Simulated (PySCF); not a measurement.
# HBrN2, a complex of two parts: interaction energy

One table from this session's results is given with a row withheld; the runs are named, their logs left out.

Programs: PySCF 2.14.0. All values are calculated, for the isolated system unless a continuum is named. Atoms count from 0, parts from 1.

### Starting point

4 atoms, charge 0, multiplicity 1; geometry: GFN2-xTB. Parts: 1 = atoms 0–1, `Br`, charge 0; 2 = atoms 2–3, `N#N`, charge 0.

The first run:

The job: settings as JSON, then the geometry in Å.

```
{"job": {"xc": "PBE0", "basis": "def2-SVPD", "d3": "d3bj", "grid": 2, "kind": "geom", "shake": 0.01}, "charge": 0, "multiplicity": 1, "parts": [{"atoms": "0-1", "charge": 0, "multiplicity": 1}, {"atoms": "2-3", "charge": 0, "multiplicity": 1}]}
Br     0.825242     0.112570     0.157181
H     -0.552495    -0.045231    -0.197846
N     -2.530768    -0.289461    -0.683564
N     -3.538692    -0.417254    -0.922792
```

Command:

```console
OMP_NUM_THREADS=1 python cluster_run.py task.json out
```

The driver reads the jobs from task.json and runs them one after another.

Among the steps run: Geometry optimisation at PBE0-D3(BJ)/def2-SVPD; Coupled-cluster interaction energy: CCSD(T) and MP2.

One table of the session follows, with a row left open; its other results are not shown here.

It belongs to the step «Coupled-cluster interaction energy: CCSD(T) and MP2». 

| method | interaction energy (kcal/mol) |
| --- | --- |
| HF/aug-cc-pVDZ | 0.40 |
| MP2/aug-cc-pVDZ | -1.06 |
| CCSD/aug-cc-pVDZ | -0.58 |
| CCSD(T)/aug-cc-pVDZ | -0.75 |
| HF/aug-cc-pVTZ | 0.40 |
| MP2/aug-cc-pVTZ | -1.25 |
| SCS-MP2/aug-cc-pVTZ | -0.87 |
| MP2, extrapolated | -1.33 |
| CCSD(T), limit estimate | ? |

Estimate the missing values for CCSD(T), limit estimate.

**Answer.** interaction energy (kcal/mol): -1.02. In the column «interaction energy (kcal/mol)» it lies between MP2/aug-cc-pVDZ (-1.06) and SCS-MP2/aug-cc-pVTZ (-0.87).
